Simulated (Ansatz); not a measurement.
## B$_{2}$, singlet: reading a ladder of total energies

Geometry: a point of a stretch scan, not a stationary point.

| atom | x (Å) | y (Å) | z (Å) |
| --- | --- | --- | --- |
| B | 0.0000 | 0.0000 | 0.0000 |
| B | 0.0000 | 0.0000 | 4.3360 |

Basis cc-pVTZ; Ansatz 0.2.0. Only valence electrons are correlated (noble-gas cores frozen), which leaves 6 electrons in 58 orbitals. R marks a restricted (for open shells ROHF) determinant.

Full CI is exact within this basis and frozen core; it isn't the basis-set limit.

Runs differ by some tens of microhartree through their thresholds, so steps under 0.03 kcal/mol mean nothing.

| level | total energy (hartree) |
| --- | --- |
| RHF | -48.947110 |
| RMP2 | -49.107395 |
| RCCSD* | -49.175121 |
| RCCSD(T)* | -49.201559 |
| RCCSDT* | -49.197301 |
| RCCSDT(Q)* | -49.198317 |
| RCCSDTQ* | -49.198181 |
| full CI | -49.198274 |

**Question.** What is the correlation energy at full CI, and what share of it do RMP2 and RCCSDTQ recover?

**Answer.** E(corr) = -49.198274 − (-48.947110) = -0.251164 hartree = -6.835 eV. RMP2: -0.160285 / -0.251164 = 63.82 %. RCCSDTQ: -0.251071 / -0.251164 = 99.96 %.

**Question.** By how many kcal/mol does RCCSD(T) miss full CI (1 hartree = 627.509 kcal/mol), and which steps make up the rest?

**Answer.** -49.201559 − (-49.198274) = -0.003285 hartree = -2.06 kcal/mol. Steps: RCCSDT − RCCSD(T) = 2.67, RCCSDT(Q) − RCCSDT = -0.64, RCCSDTQ − RCCSDT(Q) = 0.09, full CI − RCCSDTQ = -0.06 kcal/mol. With more than one leading determinant such errors change with state and geometry, and needn't cancel in differences.

An asterisk marks runs whose energy the program itself flagged as in doubt.
